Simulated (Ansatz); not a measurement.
**S₂+ (doublet): energies up the ladder**

Aim: energies up the ladder, for S₂+ (doublet), with the cost of each level. Charge +1. Spin multiplicity 2.

Computed with Ansatz 0.2.0 (the levels named in each step, unless a step's input says otherwise).

**1. The structure to begin with**

Bond lengths: S1–S2 1.900 Å.

Structure file:

```xyz
2

S     0.0000    0.0000    0.0000
S     0.0000    0.0000    1.9000
```

**2. A rough first relaxation, PBE-D4/def2-SVP**

The input, input.yaml:

```yaml
crystal:
  periodic: [false, false, false]
  atoms:
    - { symbol: S, position_ang: [0.0, 0.0, 0.0] }
    - { symbol: S, position_ang: [0.0, 0.0, 1.9] }
magnetization:
  spin_polarized: true
  initial_magnetization: 1
total_charge: 1
basis:
  gaussian: { orbitals: def2-SVP }
hamiltonian:
  xc: pbe
  dispersion: d4
relax:
  f_tol: 0.03
  max_steps: 200
```

The run is started by

```console
ansatz run input.yaml --threads 2 --pin off --max-ram 5120MiB --backend cpu --events-out ev --progress --plain --runs-dir out
```

After this run come: Relaxation, PBE0-D4/def2-TZVPP; Frequencies, PBE0-D4/def2-TZVPP; Single point, PBE-D4/def2-TZVPP; Single point, r2SCAN-D4/def2-TZVPP; Single point, B3LYP-D4/def2-TZVPP; Single point, wB97M-V/def2-TZVPP; Single point, B2PLYP/def2-TZVPP; Single point, LDA/def2-TZVPP; Single point, PBE0-D4/def2-SVP; Single point, PBE-D4/def2-SVP; Single point, CCSD(T)/def2-TZVPP; Single point, CCSD(T)/def2-QZVPP.

Before running it: what results should come out? Wanted: S1–S2 at PBE0-D4/def2-TZVPP; frequencies at PBE0-D4/def2-TZVPP; energy at CCSD(T)/CBS.

**Answer**, as computed:

| quantity | value |
| --- | --- |
| S1–S2 at PBE0-D4/def2-TZVPP | 1.810 Å |
| frequencies at PBE0-D4/def2-TZVPP | 868 cm⁻¹ |
| energy at CCSD(T)/CBS | -21637.745 eV |

**Reading.** No mode is imaginary, so the geometry is a minimum. These totals serve in differences with atoms or fragments at the same level; alone they don't rank the methods. A T1 diagnostic of 0.077 (charge +1) lies over the usual mark for one of the runs, a hint of some multireference character there. <S²> exceeds the pure value by up to 0.46: some mean fields break spin symmetry, which blurs their results.
